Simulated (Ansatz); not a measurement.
Isolated molecules relaxed with PBE0-D4/def2-TZVP in Ansatz; ΔE leaves out vibrations. CCSD(T)/CBS is the MP2 limit (def2-TZVPP, def2-QZVPP) plus CCSD(T) − MP2 in def2-TZVPP, frozen cores. This one scheme is used for every species.

Reaction (hydrogenolysis of a C–C bond): `CC1(C)CO1` + H₂ → `CC1CO1` + CH₄

```json
{"level": "MP2/def2-TZVPP", "ΔE (kJ/mol)": "-44.3"}
{"level": "CCSD/def2-TZVPP", "ΔE (kJ/mol)": "-53.2"}
```

Q: What does CCSD(T)/CBS give? (Estimate.)

A: Computed: -47.6 kJ/mol. The listed levels differ from it by 3.3, -5.6 kJ/mol.

Largest T1 diagnostic among the species: 0.011.

The D4 term adds +10.0 kJ/mol with B3LYP and +5.5 kJ/mol with PBE0; it sums over pairs of atoms, weighted by their polarisabilities, and B3LYP, whose exchange is more repulsive, gets the larger term. In def2-TZVPP, CCSD(T) changes the Hartree–Fock value by +21.5 kJ/mol (the triples alone add +4.4 kJ/mol) and MP2 by +26.0 kJ/mol.

B3LYP here is the variant with VWN-RPA as its local correlation; programs differ in this.
